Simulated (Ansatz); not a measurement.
System: litharge SnO. Method: rVV10 in Ansatz (PAW).

Run with plane-wave cutoff 930 eV, 10×10×8 k mesh (along the axes of the cell as run), scalar-relativistic PAW data made under PBE.

Computed at the level's own relaxed cell.

```xyz
4
Lattice="3.8897 0.0000 0.0000 0.0000 3.8897 0.0000 0.0000 0.0000 4.9467" Properties=species:S:1:pos:R:3 pbc="T T T"
Sn     1.9448     0.0000     3.7821
Sn     0.0000     1.9448     1.1646
O      1.9448     1.9448     0.0000
O      0.0000     0.0000     0.0000
```

**Question.** Give the elastic tensor (Voigt notation, GPa, ions relaxed, in the Cartesian axes of the cell as printed).

**Answer.** 
```
   89.9    80.2    16.3     0.0     0.0     0.0
   80.2    89.9    16.3     0.0     0.0     0.0
   16.3    16.3    32.8     0.0     0.0     0.0
    0.0     0.0     0.0    23.6     0.0     0.0
    0.0     0.0     0.0     0.0    23.6     0.0
    0.0     0.0     0.0     0.0     0.0    74.2
```

The computed numbers hold no vibrational or temperature effects.

Ansatz is a program for electronic structure.
